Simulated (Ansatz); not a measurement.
Geometry optimisation, RKS PBE0-D4/6-31G* in Ansatz 0.2.0.

Input:

```yaml
crystal:
  periodic: [false, false, false]
  atoms:
    - { symbol: Al, position_ang: [0.345341, 0.013047, 0.040477] }
    - { symbol: C, position_ang: [1.061981, -0.040556, 1.851178] }
    - { symbol: H, position_ang: [0.473818, -0.375698, 2.71802] }
    - { symbol: H, position_ang: [1.898219, -0.751406, 1.750181] }
    - { symbol: C, position_ang: [1.624368, 1.360263, 2.149428] }
    - { symbol: H, position_ang: [2.293927, 1.356644, 3.01936] }
    - { symbol: H, position_ang: [2.205488, 1.764131, 1.308621] }
    - { symbol: H, position_ang: [0.821839, 2.076183, 2.369349] }
    - { symbol: H, position_ang: [1.831338, 0.203507, -0.377763] }
    - { symbol: H, position_ang: [-1.051119, -0.016115, -0.72085] }
basis:
  gaussian: { orbitals: "6-31G*" }
hamiltonian:
  xc: pbe0
  dispersion: d4
relax:
  f_tol: 0.03
  max_steps: 50
output:
  orbitals: {}
```

Command:

```bash
$ ansatz run input.yaml --threads 1 --pin off --max-ram 2048MiB --backend cpu --events-out ev --progress --plain --runs-dir out
```

Where does it end, and by what steps?

The forces met the threshold. The force dipped under the threshold on the way, but the program's further checks kept it going. After 24 steps the energy has fallen by 0.619 eV; H9 moved furthest, 1.43 Å.

```tsv
step	energy less start (eV)	largest force component (eV/Å)	accepted
0	0.0000	1.599	yes
1	-0.3084	0.766	yes
2	-0.4532	0.318	yes
3	-0.5411	0.233	yes
4	-0.5824	0.246	yes
5	-0.5801	0.318	no
6	-0.5932	0.081	yes
7	-0.5980	0.049	yes
8	-0.6000	0.035	yes
9	-0.6005	0.187	yes
10	-0.6013	0.188	yes
11	-0.6024	0.152	yes
12	-0.6066	0.124	yes
13	-0.6097	0.031	yes
14	-0.6109	0.145	yes
15	-0.6109	0.141	no
16	-0.6137	0.021	yes
17	-0.6149	0.042	yes
18	-0.6157	0.065	yes
19	-0.6166	0.051	yes
20	-0.6179	0.040	yes
21	-0.6184	0.050	yes
22	-0.6186	0.047	yes
23	-0.6188	0.039	yes
24	-0.6190	0.022	yes
```

```xyz
10
Properties=species:S:1:pos:R:3
Al 0.463 0.013 -0.038
C 0.984 0.116 1.857
H 0.066 0.072 2.464
H 1.514 -0.817 2.107
C 1.830 1.327 2.263
H 2.086 1.312 3.331
H 2.772 1.369 1.704
H 1.305 2.271 2.069
H 0.972 1.095 -1.101
H -0.488 -1.168 -0.549
```

Whether the end is a true minimum wasn't checked by a vibrational analysis.

Time of the run: 60 s on 1 thread of Arm Neoverse V1, on a shared host, peak memory 0.12 GiB.
